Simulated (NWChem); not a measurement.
Program: NWChem. System: disulfur (S2), charge 0, spin multiplicity 3, at a geometry optimised with UPBE0/def2-SVP. Its SCF solution wasn't tested for a lower state. Level: UMP2/def2-TZVP, 10 core orbitals frozen.

Job file:

```
start mol
memory heap 200 mb stack 800 mb global 1000 mb
geometry units angstroms nocenter noautoz
  S      0.000000     0.000000     0.951971
  S      0.000000     0.000000    -0.951971
  symmetry group D2h
end
basis spherical
  * library def2-tzvp
end
scf
  uhf
  nopen 2
  maxiter 100
  thresh 1e-7
  semidirect memsize 60000000 filesize 0
  # guess.movecs holds the orbitals of an unrestricted PBE0 run
  vectors input guess.movecs output mol.movecs
end
mp2
  freeze core 10
end
task mp2 energy
```

NWChem printed:

```
             Northwest Computational Chemistry Package (NWChem) 7.3.0
             --------------------------------------------------------

                                NWChem Input Module
                                -------------------

 Scaling coordinates for geometry "geometry" by  1.889725989
 (inverse scale =  0.529177249)

 Turning off AUTOSYM since
 SYMMETRY directive was detected!

                             Geometry "geometry" -> ""
                             -------------------------

 Output coordinates in angstroms (scale by  1.889725989 to convert to a.u.)

  No.       Tag          Charge          X              Y              Z
 ---- ---------------- ---------- -------------- -------------- --------------
    1 S                   16.0000     0.00000000     0.00000000     0.95197100
    2 S                   16.0000     0.00000000     0.00000000    -0.95197100

 Effective nuclear repulsion energy (a.u.)      71.1520496653

            Nuclear Dipole moment (a.u.)
            ----------------------------
        X                 Y               Z
 ---------------- ---------------- ----------------
     0.0000000000     0.0000000000     0.0000000000

      Symmetry information
      --------------------

 Group name             D2h
 Group number             26
 Group order               8
 No. of unique centers     1

      Symmetry unique atoms

     1


 Summary of "ao basis" -> "" (spherical)
 ------------------------------------------------------------------------------
       Tag                 Description            Shells   Functions and Types
 ---------------- ------------------------------  ------  ---------------------
 *                         def2-tzvp                  on all atoms

 Summary of "ao basis" -> "ao basis" (spherical)
 ------------------------------------------------------------------------------
       Tag                 Description            Shells   Functions and Types
 ---------------- ------------------------------  ------  ---------------------
 S                         def2-tzvp                13       37   5s5p2d1f
[...]
  AO/Fock/Back tols     =   1.0D-09  1.0D-09  1.0D-09

 GA uses MA = F    GA memory limited = T

 Available:
  local mem=  1.15D+08
 global mem=  1.31D+08
 local disk=  0.00D+00
  mp2_memr nvloc                    57
  nvloc new                    57
   1 passes of   7:        4194304                      31113                   3731952.
   1 passes of   7: M    114683656           G      131061048           F     110489352.

 Semi-direct pass number   1 of   1  for UHF alpha       at        0.7s
  vrange nnbf                  2744
  mp2_eaftype                    14  avail_ma_in_mb                   999
 EAF : mp2_eaftype filesize          14    1865976.
  mp2_eaf for mointskh                     14
Node 0 wrote      8.8 Mb in      0.0 s     Agg I/O rate:  1460.2 Mb/s
 Done moints_semi at        2.0s
  mp2_eaftype                    14  avail_ma_in_mb                   985
 EAF : mp2_eaftype filesize          14    1865976.
  mp2_eaf for kh                    14
 Done maket at        2.1s
 Done multipass loop at        2.1s

 GA uses MA = F    GA memory limited = T

 Available:
  local mem=  1.15D+08
 global mem=  1.31D+08
 local disk=  0.00D+00
  mp2_memr nvloc                    59
  nvloc new                    59
   1 passes of   5:        4194304                      25915                   2761674.
   1 passes of   5: M    114683656           G      131061048           F     110489352.

 Semi-direct pass number   1 of   1  for UHF beta        at        2.1s
  vrange nnbf                  2744
  mp2_eaftype                    10  avail_ma_in_mb                   999
 EAF : mp2_eaftype filesize          10    1380837.
  mp2_eaf for mointskh                     10
Node 0 wrote      6.5 Mb in      0.0 s     Agg I/O rate:  1588.5 Mb/s
 Done moints_semi at        3.4s
  mp2_eaftype                    10  avail_ma_in_mb                   989
 EAF : mp2_eaftype filesize          10    1380837.
  mp2_eaf for kh                    10
 Done maket at        3.4s
 Done multipass loop at        3.4s

          -------------------------------------------
          SCF energy                -795.084634327601
          Correlation energy          -0.307626414050
          Singlet pairs                0.000000000000
          Triplet pairs                0.000000000000
          Total MP2 energy          -795.392260741651
          -------------------------------------------

          ---------------------------------------------------
                    Spin Component Scaled (SCS) MP2
          Same spin pairs                     -0.082260363456
          Same spin scaling factor             0.333333333333
          Opposite spin pairs                 -0.225366050594
          Opposite spin scaling fact.          1.200000000000
          SCS-MP2 correlation energy          -0.297859381865
          Total SCS-MP2 energy              -795.382493709466
          ---------------------------------------------------

 -----------------------
 Performance information
 -----------------------

 Timer overhead =  2.45D-07 seconds/call

               Nr. of calls         CPU time (s)                 Wall time (s)                GFlops
             ---------------    -------------------     ------------------------------   -------------------
Name         Min   Avg   Max    Min     Avg     Max     Min     Avg     Max   Mx/calls   Min     Max     Sum
mp2: moin     2     2     2    2.6     2.6     2.6      2.6     2.6     2.6     1.3      0.0     0.0     0.0
mp2: make     2     2     2   7.92E-2 7.92E-2 7.92E-2  7.92E-2 7.92E-2 7.92E-2 3.96E-2   0.0     0.0     0.0
mp2: tota     1     1     1    2.8     2.8     2.8      2.8     2.8     2.8     2.8      0.0     0.0     0.0

 The average no. of pstat calls per process was 5.00D+00
 with a timing overhead of 1.22D-06s

 Task  times  cpu:        3.4s     wall:        3.4s

 Total times  cpu:        3.5s     wall:        3.5s
```
